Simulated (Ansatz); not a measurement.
Relaxation of CH4O (6 atoms, charge 0, multiplicity 1), to a largest force component of 0.02 eV/Å in at most 50 steps.

The calculation used UKS B3LYP-D4/def2-mTZVP (Ansatz).

```xyz
6
Properties=species:S:1:pos:R:3
C -0.090 -0.211 -0.282
O -0.165 0.313 1.021
H -0.868 -0.969 -0.355
H 0.881 -0.680 -0.474
H -0.271 0.558 -1.040
H 0.513 0.988 1.129
```

**Question.** Where does it end, and by what steps?

**Answer.** It converged. After 4 steps the energy has fallen by 0.008 eV; O2 moved furthest, 0.02 Å.

```tsv
step	energy less start (eV)	largest force component (eV/Å)	accepted
0	0.0000	0.626	yes
1	-0.0069	0.222	yes
2	-0.0077	0.086	yes
3	-0.0079	0.028	yes
4	-0.0079	0.001	yes
```

```xyz
6
Properties=species:S:1:pos:R:3
C -0.089 -0.211 -0.282
O -0.166 0.318 1.038
H -0.865 -0.970 -0.363
H 0.878 -0.686 -0.482
H -0.273 0.553 -1.046
H 0.515 0.996 1.137
```

Whether the end is a true minimum wasn't checked by a vibrational analysis.

Time of the run: 9.6 s on 1 CPU thread of a shared host.
